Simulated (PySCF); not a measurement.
Hydrogen cyanide, HCN.
SMILES: `C#N`

Computed, not measured: PBE0/def2-TZVP geometry optimisation, gas phase (PySCF).

Take the most abundant isotopes and a rigid rotor. 

Q: What are the moment of inertia and the rotational constant?

A: I = 11.237 u·Å², B = 505379 MHz·u·Å²/I = 44974 MHz (1.5002 cm⁻¹, or 2.158 K as hB/k).

Q: List the first levels of a rigid rotor in a Σ state.

A: E(J) = BJ(J+1): J = 1: 3.000, J = 2: 9.001, J = 3: 18.002, J = 4: 30.004, J = 5: 45.005, J = 6: 63.008 cm⁻¹.

Q: Where do the first rotational lines fall?

A: The dipole is 3.03 D; J+1 ← J lies at 2B(J+1): 1 ← 0 at 89.95 GHz, 2 ← 1 at 179.90 GHz, 3 ← 2 at 269.85 GHz, 4 ← 3 at 359.79 GHz, 5 ← 4 at 449.74 GHz, 6 ← 5 at 539.69 GHz.

Q: Estimate the classical rotational partition function at 50 K and 298.15 K.

A: Point group C∞v, symmetry number σ = 1; q = kT/(σhB), k/h = 20836.6 MHz/K: 23.2 at 50 K, 138 at 298.15 K.

Stationary, but not proved a minimum. No vibrational averaging or centrifugal distortion is included, and the geometry carries the error of its method.
